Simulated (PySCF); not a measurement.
Molecule: `[H]/N=C/C=C\C=C`, C₅H₇N.

Geometry (Å), atoms numbered from 1 in this order:
```xyz
13

C    -2.451   -0.896   -0.046
C    -1.140   -0.618   -0.114
C    -0.563    0.620    0.374
C     0.739    0.984    0.346
C     1.840    0.193   -0.187
N     3.033    0.647   -0.163
H    -2.857   -1.838   -0.422
H    -3.159   -0.184    0.389
H    -0.468   -1.360   -0.558
H    -1.276    1.330    0.809
H     1.037    1.956    0.750
H     1.587   -0.799   -0.604
H     3.677   -0.034   -0.576
```

Spin–spin couplings on one PBE0-D3(BJ)/def2-SVP geometry, PySCF, gas phase, non-relativistic, equivalent pairs averaged (spin–dipole term only in couplings to heteroatoms); isotopes ¹³C, ¹H; basis pcJ-1.

Problem. How do the couplings (Hz) change with the functional? Times are CPU seconds on shared hosts with different chips, so compare them loosely.

Solution. 
| functional | functions | ¹J(C1,H7) | ¹J(C4,H11) | ¹J(C1,H8) | ¹J(C3,H10) | ¹J(C2,H9) | ¹J(C5,H12) | ¹J(C1,C2) | core-s |
| --- | --- | --- | --- | --- | --- | --- | --- | --- | --- |
| LDA | 232 | 132.5 | 129.9 | 127.7 | 124.3 | 122.6 | 121.3 | 55.0 | 21 |
| PBE | 232 | 156.6 | 153.3 | 151.5 | 147.2 | 146.0 | 142.6 | 67.7 | 30 |
| KT2 | 232 | 168.0 | 163.4 | 161.4 | 156.7 | 154.7 | 150.3 | 56.5 | 30 |
| B3LYP | 232 | 171.7 | 168.6 | 166.4 | 161.6 | 159.7 | 158.3 | 76.4 | 33 |
| PBE0 | 232 | 163.2 | 160.5 | 157.8 | 154.1 | 151.9 | 150.0 | 74.7 | 32 |
| B97-2 | 232 | 156.8 | 153.1 | 151.8 | 147.0 | 145.1 | 144.2 | 73.6 | 30 |
| CAM-B3LYP | 232 | 169.8 | 167.3 | 164.1 | 160.5 | 157.7 | 157.4 | 76.0 | 47 | Left out for a near triplet instability: HF/pcJ-1, BHandHLYP/pcJ-1.
